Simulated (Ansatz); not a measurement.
# C3H5, doublet: CASSCF and its corrections

Computed with Ansatz's Gaussian-basis code (development build). Basis cc-pVDZ, nonrelativistic, 3 orbitals frozen in the corrections. State-specific CASSCF; RHF is the lowest restricted (open-shell) Hartree–Fock solution met. Solutions may break the symmetry of the shape. Lower solutions, or ones in other orbitals, may exist.

Geometry:

```tsv
atom	x (Å)	y (Å)	z (Å)
C	0.0000	0.1960	1.2300
C	0.0000	-0.4430	0.0000
C	0.0000	0.1960	-1.2300
H	0.0000	1.2807	1.2995
H	0.0000	-1.5336	0.0000
H	0.0000	1.2807	-1.2995
H	0.0000	-0.3610	2.1610
H	0.0000	-0.3610	-2.1610
```

(1) What do CASSCF and its corrections give against RHF in CAS(3,3), and what are the occupations?

(2) How do single-reference totals in the same basis and frozen core stand against SC-NEVPT2 in CAS(3,3)?

Answers

(1) CASSCF -1.082 eV, SC-NEVPT2 -11.125 eV; occupations 1.90, 1.00, 0.10.

(2) CCSD(T) -1.348 eV. Coupled cluster stands on the determinant that it favours, which can lie over the RHF solution above, and is in doubt where the occupations are far from 0, 1 and 2.
